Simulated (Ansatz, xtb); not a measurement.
Two isomers of C5H8F+

Structure X: `C=C(F)[C+](C)C`, a singlet. Structure Y: `C[CH+]/C=C\CF`, a singlet. Both are isolated ions in the gas phase, relaxed with B3LYP-D3(BJ)/def2-SVP; the shapes shown needn't be the lowest conformers.

X (Å):

```yaml
atoms:
  - { symbol: C, position_ang: [-1.8048, -1.5369, -1.6115] }
  - { symbol: C, position_ang: [-1.6735, -1.5438, -0.2590] }
  - { symbol: C, position_ang: [-0.5835, -2.1175, 0.4696] }
  - { symbol: C, position_ang: [-0.6296, -2.0167, 1.9343] }
  - { symbol: C, position_ang: [0.5541, -2.7893, -0.1736] }
  - { symbol: F, position_ang: [-2.6165, -0.9783, 0.4867] }
  - { symbol: H, position_ang: [-2.6822, -1.0675, -2.0671] }
  - { symbol: H, position_ang: [-1.0578, -1.9880, -2.2642] }
  - { symbol: H, position_ang: [-1.5733, -2.4687, 2.3007] }
  - { symbol: H, position_ang: [0.2346, -2.4717, 2.4308] }
  - { symbol: H, position_ang: [-0.7323, -0.9519, 2.2243] }
  - { symbol: H, position_ang: [1.4849, -2.2933, 0.1642] }
  - { symbol: H, position_ang: [0.6299, -3.8133, 0.2419] }
  - { symbol: H, position_ang: [0.5330, -2.8339, -1.2664] }
```

Y (Å):

| atom | x (Å) | y (Å) | z (Å) |
| --- | --- | --- | --- |
| C | -1.3692 | 0.9410 | -4.6049 |
| C | -0.4663 | 0.5505 | -3.5295 |
| C | -0.0881 | 1.3906 | -2.4777 |
| C | 0.7694 | 1.0141 | -1.4580 |
| C | 1.4640 | -0.2581 | -1.2112 |
| F | 1.2375 | -1.2383 | -2.1279 |
| H | -1.7441 | 1.9697 | -4.5379 |
| H | -0.8599 | 0.7719 | -5.5766 |
| H | -2.2119 | 0.2191 | -4.6406 |
| H | -0.0612 | -0.4661 | -3.5497 |
| H | -0.4897 | 2.4081 | -2.4522 |
| H | 0.9876 | 1.7688 | -0.6898 |
| H | 1.1741 | -0.6101 | -0.1971 |
| H | 2.5527 | -0.0417 | -1.1456 |

Q: Which of the two would you expect CCSD(T)/def2-SVP + ΔMP2/def2-TZVPP electronic energies to favour?

A: Structure X; the calculation gives E(Y) − E(X) = +0.128 eV.

How the difference moves with the method:

```tsv
level	geometry	E(Y) − E(X) (eV)	departure from the last row (eV)	job, with rough time for the two
GFN2-xTB	GFN2-xTB	+0.135	+0.007	optimisation, 0.22 s
HF/STO-3G	GFN2-xTB	+0.135	+0.008	single point, 0.28 s
r2SCAN-D4/def2-SVP	GFN2-xTB	+0.150	+0.022	single point, 2.1 s
B3LYP-D3(BJ)/def2-SVP	B3LYP-D3(BJ)/def2-SVP	+0.077	−0.051	optimisation, 35 s
HF/def2-SVP	B3LYP-D3(BJ)/def2-SVP	−0.108	−0.236	part of the CCSD(T) run
MP2/def2-SVP	B3LYP-D3(BJ)/def2-SVP	+0.100	−0.028	part of the CCSD(T) run
CCSD(T)/def2-SVP	B3LYP-D3(BJ)/def2-SVP	+0.117	−0.011	single point
CCSD(T)/def2-SVP + ΔMP2/def2-TZVPP	B3LYP-D3(BJ)/def2-SVP	+0.128		single point, 29 s
```

As drawn, both hold the same kinds of bond in the same numbers. Structure X has 2 methyl groups, Y 1.

HF/def2-SVP puts the two in the other order. The largest departure from CCSD(T)/def2-SVP + ΔMP2/def2-TZVPP is that of HF/def2-SVP, 0.236 eV. The last row adds to CCSD(T) the change of the MP2 difference between the two basis sets, here +0.011 eV.

With thermal terms from frequencies at re-optimised GFN2-xTB minima (ideal gas, soft modes damped towards free rotors, one conformer each, 298.15 K, 1 atm): the zero-point term adds +0.014 eV; ΔH is +0.135 and ΔG +0.145 eV.

The correlated steps freeze 6 core orbitals. Run with Ansatz 0.2.0, xtb 6.7.1; the last row on 2 threads of Intel(R) Xeon(R) 6975P-C (Granite Rapids) on a shared host.
